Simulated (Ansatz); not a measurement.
# B₂SiH (quartet): from Hartree-Fock to the top rungs at a displaced geometry (v1), cc-pVDZ

An exercise on one series of results from a longer session: the logs are not shown, and one member is left open.

Method: cc-pVDZ, core rule «outside noble gas», up to 7 orbitals frozen; program: Ansatz 0.2.0, Gaussian basis.

Plan: UHF; CCSD(T) on ROHF; CCSD(T) on UHF; BCCD(T) on ROHF; CISD; CCSDT(Q) on ROHF; CCSDT(Q) on UHF.

26 further runs of the same task are left out: 13 that didn't finish, 13 set aside as unsound or not needed.

### What is computed

The geometry is a PBE0/def2-TZVP stationary point (not a proven minimum) with its atoms shifted at random (size 0.040 Å).

4 atoms, charge 0, spin multiplicity 4.

Atoms are counted from 1 here; the program's logs count them from 0.

Bond lengths: B1–B2 1.581 Å, B2–Si3 2.025 Å, B2–H4 1.207 Å. Angles: B1–B2–Si3 139.0°, B1–B2–H4 115.8°, Si3–B2–H4 105.2°.

Set-up of the first run:

in.yaml reads:

```yaml
crystal:
  periodic: [false, false, false]
  atoms:
    - {symbol: B, position_ang: [-0.024817, -0.400806, 2.182820]}
    - {symbol: B, position_ang: [-0.025650, 0.369402, 0.801864]}
    - {symbol: Si, position_ang: [0.022314, -0.044361, -1.180219]}
    - {symbol: H, position_ang: [-0.080463, 1.572937, 0.872710]}
basis:
  gaussian: {orbitals: cc-pVDZ}
magnetization: {spin_polarized: true, initial_magnetization: 3}
hamiltonian: {xc: hf}
output: {orbitals: {seedname: orbitals}}
```

Run with:

```sh
$ ansatz run in.yaml --threads 1 --pin off --events-out ev --progress --plain --max-ram 2393MiB
```

Steps of the session up to this table: UHF; CCSD(T) on ROHF; CCSD(T) on UHF; BCCD(T) on ROHF; CISD; CCSDT(Q) on ROHF; CCSDT(Q) on UHF.

One of the session's tables, all rows but one given; the rest of the session is left out.

```
   method  from RCCSDT(Q) (meV)
     ROHF               +6341.4
      UHF               +6189.7
     RMP2               +1544.8
     UMP2               +1577.8
     CISD                +877.1
    RCCSD                +320.5
    UCCSD                +316.8
 RCCSD(T)                     ?
 UCCSD(T)                 +81.0
  BCCD(T)                 +77.5
   RCCSDT                 +18.0
   UCCSDT                 +17.5
RCCSDT(Q)                     0
UCCSDT(Q)                  -1.5
```

**Question.** Estimate the row for RCCSD(T).

The run gave: from RCCSDT(Q) (meV): +81.5. In the column «from RCCSDT(Q) (meV)» it lies between UCCSD(T) (+81.0) and UCCSD (+316.8).

Caveats from the session: Restricted and unrestricted rows rest on different reference determinants; where their highest levels disagree by more than a few hundredths of an eV, they describe different states and don't form one ladder.
